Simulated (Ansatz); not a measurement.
Species, as SMILES: N#[N+][O-].
Atoms: N1, N2, O3. Bonds: N1-N2, N2-O3.

How fast the highest harmonic wavenumber converges with the basis for several methods (Ansatz, a quantum-chemistry and plane-wave program): deviation from each method's own reference, in cm⁻¹. References: HF 2602 cm⁻¹, the value in def2-QZVPP; MP2 2241 cm⁻¹, the value in def2-QZVPP; PBE 2279 cm⁻¹, the value in def2-QZVPP; PBE0 2405 cm⁻¹, the value in def2-QZVPP. Cartesian d functions, on some or all atoms, in 6-31G*; all else is spherical. In correlated methods cores are frozen. No added dispersion term, no relativity. Each level at its own minimum, unscaled; the references are large sets that could be run, not limits.

| basis | functions | HF | MP2 | PBE | PBE0 |
|---|---|---|---|---|---|
| cc-pVDZ | 42 | 30 | 22 | 30 | 31 |
| 6-31G* | 45 | 31 | 6 | 35 | 34 |
| 6-311G** | 54 | 14 | 24 | 19 | 20 |
| 6-311+G** | 66 | 5 | 2 | 7 | 9 |
| pcseg-2 | 90 | -2 | 0 | 0 | -1 |
| def2-TZVPP | 93 | 3 | -2 | 4 | 4 |
| def2-TZVPPD | 114 | 3 | -10 | 3 | 3 |
| aug-cc-pVTZ | 138 | -1 | -17 | -3 | -2 |

Mean absolute deviation over 6-311G**, 6-311+G**, pcseg-2, def2-TZVPP, def2-TZVPPD, aug-cc-pVTZ: HF 5, PBE 6, PBE0 6, MP2 9 cm⁻¹.
